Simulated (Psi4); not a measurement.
# N2H4 (hydrazine): levels of theory compared

We compute a comparison of 4 runs (HF/3-21G, B3LYP/6-31G*, MP2/6-311G**, CCSD/6-31G**) of N2H4 (hydrazine). 

Program for the calculation: Psi4 1.11.

6 further runs of the same task are left out: 6 set aside as unsound or not needed.

## Step 1: Starting point

N2H4: 6 atoms, total charge 0, spin state singlet. SMILES: `NN`. The shape is that of a PBE0-D4/def2-TZVP optimisation. This is one conformer, not always the lowest.

Bond lengths: N1–N2 1.415 Å, N1–H3 1.014 Å, N1–H4 1.011 Å, N2–H5 1.014 Å, N2–H6 1.011 Å. Angles: N1–N2–H5 112.7°, N1–N2–H6 108.2°, N2–N1–H3 112.7°, N2–N1–H4 108.2°, H5–N2–H6 108.3°, H3–N1–H4 108.3°.

## Step 2: A single-point energy at HF/3-21G (run 1)

Input file job.json:

```json
{
  "schema_name": "qcschema_input",
  "schema_version": 1,
  "molecule": {
    "schema_name": "qcschema_molecule",
    "schema_version": 2,
    "symbols": ["N", "N", "H", "H", "H", "H"],
    "geometry": [-0.255302, -1.32602082, 0.37019735, 0.8452745, 1.10322211, 0.16988638, -2.03372326, -1.39386199, -0.34109557, 0.82902285, -2.55528767, -0.60981462, 0.19634254, 2.08758045, -1.34113863, 0.41857434, 2.08417894, 1.75196509],
    "molecular_charge": 0,
    "molecular_multiplicity": 1,
    "fix_symmetry": "c1",
    "fix_com": true,
    "fix_orientation": true
  },
  "driver": "energy",
  "model": {
    "method": "scf",
    "basis": "3-21G"
  },
  "keywords": {
    "puream": true,
    "e_convergence": 1e-09,
    "d_convergence": 1e-08,
    "scf_type": "pk",
    "scf_properties": ["DIPOLE", "QUADRUPOLE", "LOWDIN_CHARGES"]
  }
}
```

Launch:

```
psi4 --qcschema job.json -n 1 --memory 1600MB
```

stdout:

```text
[...]
  Running in c1 symmetry.
[...]
  Nuclear repulsion =   41.833711011108598
[...]
  Multiplicity = 1
[...]
  Nalpha       = 9
  Nbeta        = 9
[...]
    Number of basis functions: 26
[...]
   @RHF iter   1:  -110.49676211008099   -4.97153e-01   1.16018e-02 ADIIS/DIIS
[...]
   @RHF iter   9:  -110.54789358861971   -4.30589e-12   9.73521e-09 DIIS
[...]
    Orbital Energies [Eh]
    ---------------------
    Doubly Occupied:
       1A    -15.477436     2A    -15.477406     3A     -1.254937
       4A     -1.000319     5A     -0.665263     6A     -0.657658
       7A     -0.595836     8A     -0.394083     9A     -0.390506
[...]
  @RHF Final Energy:  -110.54789358861971
   => Energetics <=
    Nuclear Repulsion Energy =             41.8337110111085977
    One-Electron Energy =                -232.9363191015272037
    Two-Electron Energy =                  80.5547145017988981
    Total Energy =                       -110.5478935886197149
[...]
 Multipole Moments:
 ------------------------------------------------------------------------------------
     Multipole            Electronic (a.u.)      Nuclear  (a.u.)        Total (a.u.)
 ------------------------------------------------------------------------------------
 L = 1.  Multiply by 2.5417464519 to convert [e a0] to [Debye]
 Dipole X            :         -4.2287394            3.5400240           -0.6887154
 Dipole Y            :          1.5970300           -1.3369812            0.2600488
 Dipole Z            :         -3.8710515            3.2405024           -0.6305491
 Magnitude           :                                                    0.9693021
 L = 2.  Multiply by 1.3450342976 to convert [e a0^2] to [Debye ang]
 Quadrupole XX       :        -20.9822560           10.4947407          -10.4875153
 Quadrupole XY       :        -11.6778200           10.8960313           -0.7817886
[...]
```

The result, in JSON:

```text
{
 "driver": "energy",
 "model": {
  "method": "scf",
  "basis": "3-21G"
 },
 "success": true,
 "return_result": -110.54789358861971,
 "properties": {
  "calcinfo_nbasis": 26,
  "calcinfo_nmo": 26,
  "calcinfo_nalpha": 9,
  "calcinfo_nbeta": 9,
  "calcinfo_natom": 6,
  "nuclear_repulsion_energy": 41.8337110111086,
  "return_energy": -110.54789358861971,
  "scf_one_electron_energy": -232.9363191015272,
  "scf_two_electron_energy": 80.5547145017989,
  "scf_dipole_moment": [-0.6887154402147981, 0.2600487843012236, -0.6305491062910447],
  "scf_total_energy": -110.54789358861971,
  "scf_iterations": 9
 }
}
```

Run time: 1.6 s. Hardware: 1 thread of AMD EPYC 7R43 (Zen 3), shared host; peak memory 0.17 GiB.

## Step 3: The energy at B3LYP/6-31G(d) (Cartesian functions) (run 2)

Input file input.json:

```json
{
  "schema_name": "qcschema_input",
  "schema_version": 1,
  "molecule": {
    "schema_name": "qcschema_molecule",
    "schema_version": 2,
    "symbols": ["N", "N", "H", "H", "H", "H"],
    "geometry": [-0.255302, -1.32602082, 0.37019735, 0.8452745, 1.10322211, 0.16988638, -2.03372326, -1.39386199, -0.34109557, 0.82902285, -2.55528767, -0.60981462, 0.19634254, 2.08758045, -1.34113863, 0.41857434, 2.08417894, 1.75196509],
    "molecular_charge": 0,
    "molecular_multiplicity": 1,
    "fix_symmetry": "c1",
    "fix_com": true,
    "fix_orientation": true
  },
  "driver": "energy",
  "model": {
    "method": "b3lyp",
    "basis": "6-31G*"
  },
  "keywords": {
    "puream": false,
    "e_convergence": 1e-09,
    "d_convergence": 1e-08,
    "scf_type": "pk",
    "dft_radial_points": 99,
    "dft_spherical_points": 590
  }
}
```

Launch:

```
psi4 --qcschema input.json -n 1 --memory 1600MB
```

stdout:

```text
[...]
  Running in c1 symmetry.
[...]
  Nuclear repulsion =   41.833711011108598
[...]
  Multiplicity = 1
[...]
  Nalpha       = 9
  Nbeta        = 9
[...]
    Number of basis functions: 38
[...]
   @RKS iter   1:  -111.62993891014014   -1.32873e-01   1.87270e-02 DIIS/ADIIS
[...]
   @RKS iter  10:  -111.85601723032600    1.42109e-14   6.52300e-09 DIIS
[...]
    Orbital Energies [Eh]
    ---------------------
    Doubly Occupied:
       1A    -14.330929     2A    -14.330787     3A     -0.943494
       4A     -0.742226     5A     -0.498010     6A     -0.484821
       7A     -0.448603     8A     -0.240142     9A     -0.236588
[...]
  @RKS Final Energy:  -111.85601723032600
   => Energetics <=
    Nuclear Repulsion Energy =             41.8337110111085977
    One-Electron Energy =                -233.9570445193178614
    Two-Electron Energy =                  92.6701235803207908
    DFT Exchange-Correlation Energy =     -12.4028073024375285
    Empirical Dispersion Energy =           0.0000000000000000
    VV10 Nonlocal Energy =                  0.0000000000000000
    Total Energy =                       -111.8560172303260032
[...]
 Multipole Moments:
 ------------------------------------------------------------------------------------
     Multipole            Electronic (a.u.)      Nuclear  (a.u.)        Total (a.u.)
 ------------------------------------------------------------------------------------
 L = 1.  Multiply by 2.5417464519 to convert [e a0] to [Debye]
 Dipole X            :         -4.1310635            3.5400240           -0.5910395
 Dipole Y            :          1.5601496           -1.3369812            0.2231683
 Dipole Z            :         -3.7816256            3.2405024           -0.5411232
 Magnitude           :                                                    0.8318330
[...]
```

The result, in JSON:

```text
{
 "driver": "energy",
 "model": {
  "method": "b3lyp",
  "basis": "6-31G*"
 },
 "success": true,
 "return_result": -111.856017230326,
 "properties": {
  "calcinfo_nbasis": 38,
  "calcinfo_nmo": 38,
  "calcinfo_nalpha": 9,
  "calcinfo_nbeta": 9,
  "calcinfo_natom": 6,
  "nuclear_repulsion_energy": 41.8337110111086,
  "return_energy": -111.856017230326,
  "scf_one_electron_energy": -233.95704451931786,
  "scf_two_electron_energy": 92.67012358032079,
  "scf_xc_energy": -12.402807302437528,
  "scf_dipole_moment": [-0.591039522239952, 0.22316831022396788, -0.5411231830120675],
  "scf_total_energy": -111.856017230326,
  "scf_iterations": 10
 }
}
```

It took 7.2 s on 1 thread of AMD EPYC 7R43 (Zen 3), shared host; peak memory 0.59 GiB.

Run 3 isn't shown in full; the table further down has it.

## Step 4: The energy at CCSD/6-31G(d,p) (spherical functions) (run 4)

Input file h4n2.xyz:

```xyz
6
H4N2
N     -0.135100    -0.701700     0.195900
N      0.447300     0.583800     0.089900
H     -1.076200    -0.737600    -0.180500
H      0.438700    -1.352200    -0.322700
H      0.103900     1.104700    -0.709700
H      0.221500     1.102900     0.927100
```

Input file h4n2.py:

```python
import psi4

psi4.set_memory(1600000000)
psi4.set_num_threads(1)
psi4.core.set_output_file('psi4.out', False)

with open('h4n2.xyz') as f:
    atoms = ''.join(f.readlines()[2:])
mol = psi4.geometry('0 1\n' + atoms + 'symmetry c1\nno_reorient\nno_com')

psi4.set_options({
    'basis': '6-31G**',
    'puream': True,
    'e_convergence': 1e-09,
    'd_convergence': 1e-08,
    'scf_type': 'pk',
    'num_frozen_docc': 2,
})

result, w = psi4.energy('ccsd', molecule=mol, return_wfn=True)
print(f'ccsd energy: {result:.10f} Eh')
```

Launch:

```
python h4n2.py
```

psi4.out:

```text
[...]
  Running in c1 symmetry.
[...]
  Nuclear repulsion =   41.833711016275608
[...]
  Multiplicity = 1
[...]
  Nalpha       = 9
  Nbeta        = 9
[...]
    Number of basis functions: 48
[...]
   @RHF iter   1:  -111.11337179423197   -4.99567e-01   7.50238e-03 ADIIS/DIIS
[...]
   @RHF iter  10:  -111.18243426209102   -7.24754e-12   8.12436e-09 DIIS
[...]
    Orbital Energies [Eh]
    ---------------------
    Doubly Occupied:
       1A    -15.564960     2A    -15.564510     3A     -1.253581
       4A     -1.002317     5A     -0.672169     6A     -0.662583
       7A     -0.605315     8A     -0.404876     9A     -0.399794
[...]
  @RHF Final Energy:  -111.18243426209102
   => Energetics <=
    Nuclear Repulsion Energy =             41.8337110162756076
    One-Electron Energy =                -233.7720787082213292
    Two-Electron Energy =                  80.7559334298547071
    Total Energy =                       -111.1824342620910215
[...]
 Multipole Moments:
 ------------------------------------------------------------------------------------
     Multipole            Electronic (a.u.)      Nuclear  (a.u.)        Total (a.u.)
 ------------------------------------------------------------------------------------
 L = 1.  Multiply by 2.5417464519 to convert [e a0] to [Debye]
 Dipole X            :         -4.1456524            3.5400240           -0.6056285
 Dipole Y            :          1.5656573           -1.3369812            0.2286760
 Dipole Z            :         -3.7949825            3.2405024           -0.5544802
 Magnitude           :                                                    0.8523654
[...]
      * MP2 total energy                      = -111.531221274065004
[...]
      * CCSD total energy                     = -111.555310304071554
```

The script printed:

```text
ccsd energy: -111.5553103041 Eh
```

It took 5.4 s on 1 thread of AMD EPYC 7R43 (Zen 3), shared host; peak memory 0.21 GiB.

## Step 5: All runs side by side

```csv
run,level,Cartesian functions,integration grid,energy (Eh),HOMO energy (eV),LUMO energy (eV),HOMO–LUMO gap (eV),wall time
1,HF/3-21G,no,–,-110.547894,-10.63,7.27,17.90,1.6 s
2,B3LYP/6-31G* (Cartesian functions),yes,99 radial × 590 angular,-111.856017,-6.44,2.17,8.61,7.2 s
3,MP2/6-311G**,no,–,-111.583492,-10.93,4.28,15.21,2.4 s
4,CCSD/6-31G** (spherical functions),no,–,-111.555310,-10.88,6.10,16.98,5.4 s
```

## Step 6: What came out

```
                                          quantity          value
                               run 4: total energy  -111.55531 Eh
        run 4: HOMO energy (Hartree–Fock orbitals)      -10.88 eV
        run 4: LUMO energy (Hartree–Fock orbitals)        6.10 eV
      run 4: HOMO–LUMO gap (Hartree–Fock orbitals)       16.98 eV
run 4: correlation energy (2 core orbitals frozen)     -372.9 mEh
                              run 4: T1 diagnostic          0.006
```

All runs together took 17 s, the longest 7.2 s.
